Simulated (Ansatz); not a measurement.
Process, species as SMILES: S (H2S) → [SH] (SH) + H atom
B3LYP-D3(BJ)/def2-TZVP geometries, fixed; electronic energies without zero-point terms.
Largest species:
```xyz
3

S      0.0018     0.0003     0.1031
H     -0.0075     0.9678    -0.8277
H     -0.0219    -0.9726    -0.8218
```

Core correlation in the bond dissociation energy at MP2 with Ansatz (a first-principles code), in kcal/mol: frozen core against 1s of Al to Cl frozen alone. Core-valence sets carry the plain set on hydrogen. Open shells are unrestricted.

| basis | functions, most | frozen core |
|---|---|---|
| cc-pV(D+d)Z | 33 | 88.20 |
| cc-pCVDZ | 37 | 87.30 |
| cc-pV(T+d)Z | 67 | 93.10 |
| cc-pCVTZ | 87 | 93.06 |
| cc-pwCVTZ | 87 | 93.25 |
| cc-pV(Q+d)Z | 124 | 94.74 |
| cc-pwCVQZ | 169 | 94.81 |
| cc-pCVQZ | 169 | 94.78 |

How large is the core term in each set?

The largest core-valence set, cc-pCVQZ, gives a core term of 0.29 kcal/mol; the valence set cc-pV(Q+d)Z, which lacks functions for the core, gives 0.39. By row: cc-pV(D+d)Z 0.51, cc-pCVDZ 0.34, cc-pV(T+d)Z 0.93, cc-pCVTZ 0.29, cc-pwCVTZ 0.27, cc-pV(Q+d)Z 0.39, cc-pwCVQZ 0.28, cc-pCVQZ 0.29.
